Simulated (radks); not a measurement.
**O²⁺ in [He] 2s1.5 2p2.5: an all-electron calculation**

An exercise on one series of results from a longer session: the logs are not shown, and one member is left open.

Program: radks (a radial shooting solver on a logarithmic mesh, Libxc functionals) version 1. Level of theory: non-relativistic Kohn-Sham, r2SCAN, spin-polarised, spherical densities, point nucleus; open shells are filled with parallel spins first. These are calculated values, not measurements, unless marked.

**The system**

```
element       : oxygen (Z = 8)
charge        : +2
electrons     : 6
configuration : [He] 2s1.5 2p2.5
```

The first run:

The run's settings:

```text
Z 8
configuration [He] 2s1.5 2p2.5
relativity non-relativistic
functional r2scan,r2scan
spin polarised
nucleus point
```

On the command line:

```bash
$ python run_ks.py task.json out
```

The same process makes all the runs of this session.

Among the steps run: Self-consistent calculation.

One of the session's tables, all rows but one given; the rest of the session is left out.

It belongs to the step «Shells». From the orbitals of this run (lengths in bohr):

| level | <r> | outermost maximum (interpolated) | 90 % within |
| --- | --- | --- | --- |
| 1s up | 0.1997 | 0.129 | 0.358 |
| 1s down | 0.1985 | 0.129 | 0.355 |
| 2s up | 1.015 | 0.826 | 1.59 |
| 2s down | ? | ? | ? |
| 2p up | 0.9836 | 0.740 | 1.63 |
| 2p down | 1.067 | 0.785 | 1.79 |

**Question.** Estimate the row for 2s down.

**Answer.** <r>: 1.071; outermost maximum (interpolated): 0.855; 90 % within: 1.69. In the column «<r>» it is the highest.
